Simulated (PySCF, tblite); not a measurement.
**prismane (C6H6): infrared bands, NMR shifts and spin-spin couplings**

Wanted: the infrared bands, NMR shifts and spin-spin couplings of prismane (C6H6) (`C12C3C1C1C2C31`), by calculation.

Computed with tblite 0.8.0 and PySCF 2.14.0, with density-fitted response routines of our own, on a single molecule in the gas phase. Atoms are numbered from 0 throughout.

## Step 1: The molecule as given

12 atoms, charge 0, multiplicity 1; geometry from: GFN2-xTB.

Bonds of the start (Å): C0–C1 1.51, C1–C2 1.51, C2–C3 1.54, C3–C4 1.51, C4–C5 1.50, C2–C0 1.50, C5–C3 1.50, C4–C0 1.54, C5–C1 1.54, C0–H6 1.07, C1–H7 1.07, C2–H8 1.07, C3–H9 1.07, C4–H10 1.07, C5–H11 1.07.

## Step 2: Vibrational analysis with GFN2-xTB

Job settings and geometry (Å):

```
{"job": {"kind": "ir", "xc": "GFN2-xTB", "basis": "xTB"}, "charge": 0, "multiplicity": 1}
C     -0.039241    -0.328127    -1.115146
C     -0.855139    -0.782681     0.064997
C     -0.884895     0.661178    -0.359571
C      0.301279     0.960519     0.576281
C      1.147065    -0.028710    -0.179685
C      0.331181    -0.482904     1.000499
H     -0.075097    -0.631606    -2.145229
H     -1.647042    -1.506445     0.127035
H     -1.703756     1.273048    -0.691076
H      0.580403     1.849707     1.111134
H      2.208700    -0.055288    -0.343719
H      0.637742    -0.929377     1.928454
```

**Question.** This job is followed by: GIAO PBE0/pcSseg-1 NMR shielding, non-relativistic, gas phase; B3LYP/pcJ-1 indirect spin-spin coupling, non-relativistic, gas phase. What will the session give for the following? strongest single infrared mode (GFN2-xTB); zero-point energy (GFN2-xTB); 13C shifts against TMS (PBE0/pcSseg-1, means over atoms taken as alike); 1H shifts against TMS (PBE0/pcSseg-1, means over atoms taken as alike); largest coupling of the table (B3LYP/pcJ-1).

**Answer**, as computed:

| quantity | value |
| --- | --- |
| strongest single infrared mode (GFN2-xTB) | 3123 cm⁻¹, 122 km/mol |
| zero-point energy (GFN2-xTB) | 61.1 kcal/mol |
| 13C shifts against TMS (PBE0/pcSseg-1, means over atoms taken as alike) | 29.1 ppm |
| 1H shifts against TMS (PBE0/pcSseg-1, means over atoms taken as alike) | 2.21 ppm |
| largest coupling of the table (B3LYP/pcJ-1) | 1J(C,H) C0–H6, 187.8 Hz |

What this shows: All 30 modes are real, so the xTB geometry is a minimum. GFN2-xTB is a fitted tight-binding method: band positions and strengths are rough. Its intensities can rank the bands wrongly. At PBE0/pcSseg-1: The widest tensor belongs to C0, C1, C2, C3, C4, C5: span 94 ppm, with a paramagnetic part of -84 ppm. In the run at B3LYP/pcJ-1, the largest coupling of the table is C0–H6 (mean over like pairs), 187.8 Hz, of which the Fermi-contact term gives 187.0 Hz. Couplings across rotatable bonds belong to this one conformer; where others are populated, the observed values are averages. The one measured coupling, C0–H6, differs from the computed size by 7.8 Hz; vibrational averaging and surroundings are not included.
